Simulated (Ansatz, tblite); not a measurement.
# The cluster Al3H2: spin states and exact exchange

Is the doublet the ground state of the cluster Al3H2? Other spin states are computed and compared level by level.

Method: as each input shows; program: Ansatz 0.2.0, Gaussian basis.

Levels to be run: quartet, relaxed (GFN1-xTB, GFN2-xTB, PBE0-D4/def2-TZVP, PBE-D4/def2-TZVP, r2SCAN-D4/def2-TZVP, revPBE-D4/def2-TZVP, r2SCANh-D4/def2-TZVP, ωB97M-V/def2-TZVP, LDA/def2-TZVP, LC-ωPBE/def2-TZVP, HF/6-31G, B3LYP-D4/6-31G, CCSD(T)/def2-TZVPP, MP2/def2-TZVP, RPA/def2-TZVP); the doublet's energies come from earlier runs.

1 further run of the same task is left out (set aside as unsound or not needed).

## Step 1: The structure

The doublet was relaxed beforehand with B3LYP-D4/def2-TZVP. At that level it is the lowest of the isomers that a small search found.

5 atoms, charge 0, spin multiplicity 2.

Atoms are counted from 1 here; the program's logs count them from 0.

Bond lengths: Al1–Al2 2.499 Å, Al1–Al3 2.499 Å, Al2–Al3 2.775 Å, Al2–H5 1.603 Å, Al3–H4 1.604 Å. Angles: Al2–Al1–Al3 67.5°, Al1–Al2–Al3 56.3°, Al1–Al2–H5 165.6°, Al3–Al2–H5 138.2°, Al1–Al3–Al2 56.3°, Al1–Al3–H4 165.7°, Al2–Al3–H4 138.0°.

Coordinates:

| atom | x (Å) | y (Å) | z (Å) |
| --- | --- | --- | --- |
| Al1 | 1.0910 | 0.8144 | 1.5871 |
| Al2 | 0.2495 | -1.2710 | 0.4971 |
| Al3 | -0.2294 | 1.2810 | -0.4828 |
| H4 | -1.0027 | 1.9606 | -1.7123 |
| H5 | -0.1085 | -2.7850 | 0.1109 |

## Step 2: Relaxing the quartet

The input, in.yaml:

```yaml
crystal:
  periodic: [false, false, false]
  atoms:
    - {symbol: Al, position_ang: [1.091032, 0.814391, 1.587067]}
    - {symbol: Al, position_ang: [0.249522, -1.271017, 0.497052]}
    - {symbol: Al, position_ang: [-0.229370, 1.281009, -0.482788]}
    - {symbol: H, position_ang: [-1.002692, 1.960637, -1.712284]}
    - {symbol: H, position_ang: [-0.108492, -2.785010, 0.110943]}
basis:
  gaussian: {orbitals: def2-TZVP}
magnetization: {spin_polarized: true, initial_magnetization: 3}
hamiltonian: {xc: {name: B3LYP}, dispersion: d4}
scf: {lower_state_search: "off"}
output: {orbitals: {seedname: orbitals}}
relax: {f_tol: 0.02, max_steps: 100}
```

Run with:

```console
$ ansatz run in.yaml --threads 4 --pin off --events-out ev --progress --plain --max-ram 3916MiB
```

The log of the run, shortened:

```text
Functional definition: B3LYP
  name "B3LYP"
  cite "Stephens, Devlin, Chabalowski & Frisch, J. Phys. Chem. 98, 11623 (1994) doi:10.1021/j100096a001"
  cite "Becke, Phys. Rev. A 38, 3098 (1988) doi:10.1103/PhysRevA.38.3098"
  cite "Lee, Yang & Parr, Phys. Rev. B 37, 785 (1988) doi:10.1103/PhysRevB.37.785"
  cite "Vosko, Wilk & Nusair, Can. J. Phys. 58, 1200 (1980) doi:10.1139/p80-159"
[...]
865 factors; their error is unknown
[...]
mean field -19821.90814792 eV, -728.4416886641 hartree, gradient 2.9e-6 eV, S^2 3.754609; 0 other end points of the search recorded, 0 dependent functions left out
[...]
reference -19821.90838564 eV, -728.4416974002 hartree; 22, 19 occupied and 101, 104 virtual orbitals, 865 factors
relax step   1: F+E_penalty+E_count = -19822.08952107 eV  Δ(F+E_penalty+E_count) = +0.000e0 eV  max|allowed force component| = 1.772e0 eV/Å  Δτ_max = 0.0000 Å  (21 SCF iters, accepted)
[...]
relax step   4: F+E_penalty+E_count = -19823.04235883 eV  Δ(F+E_penalty+E_count) = -2.385e-2 eV  max|allowed force component| = 1.384e-1 eV/Å  Δτ_max = 0.0365 Å  (20 SCF iters, accepted)
[...]
relax step   5: F+E_penalty+E_count = -19823.04443956 eV  Δ(F+E_penalty+E_count) = -2.081e-3 eV  max|allowed force component| = 1.711e-2 eV/Å  Δτ_max = 0.0189 Å  (19 SCF iters, accepted)
Total energy: -19823.04469367 eV, -728.4834559500 hartree
Atom 0 at     1.146128     0.855730     1.666451 Å, force    -0.008972    -0.006800    -0.013474 eV/Å
Atom 1 at     0.071156    -1.216725     0.224782 Å, force     0.000454     0.017107     0.000195 eV/Å
Atom 2 at    -0.347798     1.009050    -0.630058 Å, force     0.005866    -0.011655     0.011247 eV/Å
Atom 3 at    -0.900529     2.150353    -1.580964 Å, force     0.000274     0.006325    -0.001137 eV/Å
Atom 4 at     0.031043    -2.798397     0.319779 Å, force     0.002377    -0.004977     0.003170 eV/Å
Dipole moment:     0.006942     0.004850     0.009201 e Å
Checks for a lower state left out: stability, starts, cluster_reference, orbital_swaps, neighbouring_geometries, increment
```

Run time: 7.5 s. Hardware: 4 threads of Arm Neoverse V1, shared host.

The steps of the relaxation:

| step | energy from step 1 (eV) | largest force component (eV/Å) |
| --- | --- | --- |
| 1 | 0.0000 | 1.7715 |
| 2 | -0.7906 | 0.6202 |
| 3 | -0.9290 | 0.6970 |
| 4 | -0.9528 | 0.1384 |
| 5 | -0.9549 | 0.0171 |

Distances of close pairs at the start and the end, largest changes first:

| bond | before (Å) | after (Å) | change (Å) |
| --- | --- | --- | --- |
| Al2–Al3 | 2.775 | 2.421 | -0.354 |
| Al1–Al2 | 2.499 | 2.744 | +0.245 |
| Al1–Al3 | 2.499 | 2.744 | +0.245 |
| Al3–H4 | 1.604 | 1.585 | -0.019 |
| Al2–H5 | 1.603 | 1.585 | -0.018 |

## Step 3: Quartet, GFN1-xTB

Tight binding, by tblite at 300 K electronic temperature and without a spin-polarisation term:

```python
tblite.interface.Calculator('GFN1-xTB', numbers, positions, charge=0, uhf=3).singlepoint()
```

Energy -126.1988 eV; 0.003 s.

## Step 4: Quartet, GFN2-xTB

Tight binding, by tblite at 300 K electronic temperature and without a spin-polarisation term:

```python
tblite.interface.Calculator('GFN2-xTB', numbers, positions, charge=0, uhf=3).singlepoint()
```

Energy -108.0351 eV; 0.004 s.

## Step 5: Quartet, PBE0-D4/def2-TZVP

start.molden holds the orbitals of an earlier run on this state, given as this run's starting guess.

The input, in.yaml:

```yaml
crystal:
  periodic: [false, false, false]
  atoms:
    - {symbol: Al, position_ang: [1.146128, 0.855730, 1.666451]}
    - {symbol: Al, position_ang: [0.071156, -1.216725, 0.224782]}
    - {symbol: Al, position_ang: [-0.347798, 1.009050, -0.630058]}
    - {symbol: H, position_ang: [-0.900529, 2.150353, -1.580964]}
    - {symbol: H, position_ang: [0.031043, -2.798397, 0.319779]}
basis:
  gaussian: {orbitals: def2-TZVP, initial_orbitals: start.molden}
magnetization: {spin_polarized: true, initial_magnetization: 3}
hamiltonian: {xc: pbe0, dispersion: d4}
output: {orbitals: {seedname: orbitals}}
```

Same command.

The log of the run:

```text
Functional definition: PBE0
  name "PBE0"
  cite "Adamo & Barone, J. Chem. Phys. 110, 6158 (1999) doi:10.1063/1.478522"
  cite "Perdew, Burke & Ernzerhof, Phys. Rev. Lett. 77, 3865 (1996) doi:10.1103/PhysRevLett.77.3865"
  parent pbe
  parameter a = 0.25
  parameter kappa = 0.804
  parameter beta = 0.06672455060314922
  exchange = (1 - a)*pbe_x(kappa = kappa, mu = beta*pi^2/3) + a*exact_x
  correlation = pbe_c(beta = beta)
925 factors; their error is unknown
mean field evaluation 1: about -19811.8952 eV, gradient 5.8e0 eV
mean field evaluation 2: about -19811.9523 eV, gradient 7.4e-2 eV
mean field evaluation 4: about -19811.9895 eV, gradient 3.3e-4 eV
mean field evaluation 8: about -19811.0705 eV, gradient 8.8e0 eV
mean field evaluation 16: about -19811.9895 eV, gradient 2.3e-2 eV
mean field -19811.98954335 eV, -728.0771866692 hartree, gradient 1.5e-5 eV, S^2 3.758394; 1 other end points of the search recorded, 0 dependent functions left out
reference -19811.98957799 eV, -728.0771879423 hartree; 22, 19 occupied and 101, 104 virtual orbitals, 925 factors
Total energy: -19812.08512557 eV, -728.0806992511 hartree
```

Wall time 2.6 s (4 threads of Arm Neoverse V1, shared host).

Report: HOMO -5.06 eV, LUMO -3.05 eV (over both spins); ⟨S²⟩ 3.758 (pure: 3.75).

## Step 6: Quartet, PBE-D4/def2-TZVP

Edit in.yaml of step 5 so:

```diff
@@ -11,3 +11,4 @@
 magnetization: {spin_polarized: true, initial_magnetization: 3}
-hamiltonian: {xc: pbe0, dispersion: d4}
+hamiltonian: {xc: pbe, dispersion: d4}
+scf: {omitted_lower_state_checks: [starts]}
 output: {orbitals: {seedname: orbitals}}
```

The command is unchanged.

The log of the run:

```text
Functional definition: PBE
  name "PBE"
  cite "Perdew, Burke & Ernzerhof, Phys. Rev. Lett. 77, 3865 (1996) doi:10.1103/PhysRevLett.77.3865"
  parent pbe
  parameter kappa = 0.804
  parameter beta = 0.06672455060314922
  exchange = pbe_x(kappa = kappa, mu = beta*pi^2/3)
  correlation = pbe_c(beta = beta)
these checks for a lower state are left out or cut short: starts
865 factors; their error is unknown
mean field evaluation 1: about -19810.1451 eV, gradient 7.4e0 eV
mean field evaluation 2: about -19810.2250 eV, gradient 1.4e-1 eV
mean field evaluation 4: about -19810.2148 eV, gradient 9.7e-4 eV
mean field -19810.21483305 eV, -728.0119672689 hartree, gradient 2.4e-5 eV, S^2 3.754552; 0 other end points of the search recorded, 0 dependent functions left out
reference -19810.21487902 eV, -728.0119689580 hartree; 22, 19 occupied and 101, 104 virtual orbitals, 865 factors
Total energy: -19810.32621872 eV, -728.0160606166 hartree
Checks for a lower state left out: starts
```

Wall time 1.4 s (4 threads of Arm Neoverse V1, shared host).

From the report: HOMO -4.27 eV, LUMO -3.78 eV (over both spins); ⟨S²⟩ 3.755 (pure: 3.75).

## Step 7: Quartet, r2SCAN-D4/def2-TZVP

Edit in.yaml of step 6 so:

```diff
@@ -11,3 +11,3 @@
 magnetization: {spin_polarized: true, initial_magnetization: 3}
-hamiltonian: {xc: pbe, dispersion: d4}
+hamiltonian: {xc: r2scan, dispersion: d4}
 scf: {omitted_lower_state_checks: [starts]}
```

Same command.

The log of the run:

```text
Functional definition: r2SCAN
  name "r2SCAN"
  cite "Furness, Kaplan, Ning, Perdew & Sun, J. Phys. Chem. Lett. 11, 8208 (2020) doi:10.1021/acs.jpclett.0c02405"
  cite "Furness, Kaplan, Ning, Perdew & Sun, J. Phys. Chem. Lett. 11, 9248 (2020) doi:10.1021/acs.jpclett.0c03077"
  parent r2scan
  parameter k0 = 0.174
  parameter k1 = 0.065
  parameter a1 = 4.9479
  exchange = r2scan_x(k0 = k0, k1 = k1, a1 = a1)
  correlation = r2scan_c
these checks for a lower state are left out or cut short: starts
865 factors; their error is unknown
mean field evaluation 1: about -19819.0408 eV, gradient 4.7e0 eV
mean field evaluation 2: about -19819.0739 eV, gradient 5.9e-2 eV
mean field evaluation 4: about -19819.0628 eV, gradient 1.1e-4 eV
mean field -19819.06276932 eV, -728.3371229294 hartree, gradient 1.9e-5 eV, S^2 3.763109; 0 other end points of the search recorded, 0 dependent functions left out
reference -19819.06278792 eV, -728.3371236129 hartree; 22, 19 occupied and 101, 104 virtual orbitals, 865 factors
Total energy: -19819.08534173 eV, -728.3379524502 hartree
Checks for a lower state left out: starts
```

Run time: 3.8 s. Hardware: 4 threads of Arm Neoverse V1, shared host.

From the report: HOMO -4.50 eV, LUMO -3.55 eV (over both spins); ⟨S²⟩ 3.763 (pure: 3.75).

## Step 8: Quartet, revPBE-D4/def2-TZVP

Edit in.yaml of step 7 so:

```diff
@@ -11,3 +11,3 @@
 magnetization: {spin_polarized: true, initial_magnetization: 3}
-hamiltonian: {xc: r2scan, dispersion: d4}
+hamiltonian: {xc: {name: revPBE}, dispersion: d4}
 scf: {omitted_lower_state_checks: [starts]}
```

Same command.

The log of the run:

```text
Functional definition: revPBE
  name "revPBE"
  cite "Zhang & Yang, Phys. Rev. Lett. 80, 890 (1998) doi:10.1103/PhysRevLett.80.890"
  cite "Perdew, Burke & Ernzerhof, Phys. Rev. Lett. 77, 3865 (1996) doi:10.1103/PhysRevLett.77.3865"
  parameter kappa = 1.245
  parameter beta = 0.06672455060314922
  exchange = pbe_x(kappa = kappa, mu = beta*pi^2/3)
  correlation = pbe_c(beta = beta)
these checks for a lower state are left out or cut short: starts
865 factors; their error is unknown
mean field evaluation 1: about -19817.1942 eV, gradient 5.5e0 eV
mean field evaluation 2: about -19817.2414 eV, gradient 8.1e-2 eV
mean field evaluation 4: about -19817.2308 eV, gradient 2.6e-4 eV
mean field -19817.23079277 eV, -728.2697990328 hartree, gradient 3.8e-6 eV, S^2 3.755621; 0 other end points of the search recorded, 0 dependent functions left out
reference -19817.23084992 eV, -728.2698011331 hartree; 22, 19 occupied and 101, 104 virtual orbitals, 865 factors
Total energy: -19817.45667121 eV, -728.2780999123 hartree
Checks for a lower state left out: starts
```

Wall time 1.4 s (4 threads of Arm Neoverse V1, shared host).

HOMO -4.25 eV, LUMO -3.69 eV (over both spins); ⟨S²⟩ 3.756 (pure: 3.75).

## Step 9: Quartet, r2SCANh-D4/def2-TZVP

Edit in.yaml of step 8 so:

```diff
@@ -11,3 +11,3 @@
 magnetization: {spin_polarized: true, initial_magnetization: 3}
-hamiltonian: {xc: {name: revPBE}, dispersion: d4}
+hamiltonian: {xc: {name: r2SCANh}, dispersion: d4}
 scf: {omitted_lower_state_checks: [starts]}
```

Launched as before.

The log of the run, shortened:

```text
Functional definition: r2SCANh
  name "r2SCANh"
  cite "Bursch, Neugebauer, Ehlert & Grimme, J. Chem. Phys. 156, 134105 (2022) doi:10.1063/5.0086040"
  cite "Furness, Kaplan, Ning, Perdew & Sun, J. Phys. Chem. Lett. 11, 8208 (2020) doi:10.1021/acs.jpclett.0c02405"
  cite "Furness, Kaplan, Ning, Perdew & Sun, J. Phys. Chem. Lett. 11, 9248 (2020) doi:10.1021/acs.jpclett.0c03077"
  parent r2scan
[...]
865 factors; their error is unknown
[...]
mean field -19818.89778074 eV, -728.3310597110 hartree, gradient 1.7e-5 eV, S^2 3.764436; 0 other end points of the search recorded, 0 dependent functions left out
reference -19818.89779771 eV, -728.3310603344 hartree; 22, 19 occupied and 101, 104 virtual orbitals, 865 factors
Total energy: -19818.92357282 eV, -728.3320075521 hartree
Checks for a lower state left out: starts
```

Run time: 4.1 s. Hardware: 4 threads of Arm Neoverse V1, shared host.

From the report: HOMO -4.79 eV, LUMO -3.29 eV (over both spins); ⟨S²⟩ 3.764 (pure: 3.75).

## Step 10: Quartet, ωB97M-V/def2-TZVP

Edit in.yaml of step 9 so:

```diff
@@ -11,3 +11,3 @@
 magnetization: {spin_polarized: true, initial_magnetization: 3}
-hamiltonian: {xc: {name: r2SCANh}, dispersion: d4}
+hamiltonian: {xc: {name: wB97M-V}}
 scf: {omitted_lower_state_checks: [starts]}
```

Same command.

The log of the run, shortened:

```text
Functional definition: wB97M-V
  name "wB97M-V"
  cite "Mardirossian & Head-Gordon, J. Chem. Phys. 144, 214110 (2016) doi:10.1063/1.4952647"
  cite "Becke, J. Chem. Phys. 107, 8554 (1997) doi:10.1063/1.475007"
  cite "Vydrov & Van Voorhis, J. Chem. Phys. 133, 244103 (2010) doi:10.1063/1.3521275"
  # Of w^i u^j: cxij and so on, Table III.
[...]
  gx(w, u) = 1 - cx + cx01*u + cx10*w
  gss(w, u) = css00 + css04*u^4 + css10*w + css20*w^2 + css43*w^4*u^3
  gos(w, u) = cos00 + cos10*w + (cos20 + cos21*u)*w^2 + (cos60 + cos61*u)*w^6
[...]
      + integral(e_c_pw_mod_opposite_spin*gos(b97_w_opposite, b97_u_opposite)) + vv10(b, c)
[...]
865 factors; their error is unknown
231 factors; integrals over basis functions are off by at most 2.0e-5 eV
[...]
mean field -19819.22725188 eV, -728.3431675519 hartree, gradient 1.8e-5 eV, S^2 3.754191; 0 other end points of the search recorded, 0 dependent functions left out
reference -19819.22729829 eV, -728.3431692573 hartree; 22, 19 occupied and 101, 104 virtual orbitals, 865 factors
Total energy: -19819.22729829 eV, -728.3431692573 hartree
Checks for a lower state left out: starts
```

It took 6 s on 4 threads of Arm Neoverse V1, shared host.

From the report: HOMO -6.39 eV, LUMO -1.54 eV (over both spins); ⟨S²⟩ 3.754 (pure: 3.75).

(Part 1 of 2 ends here.)
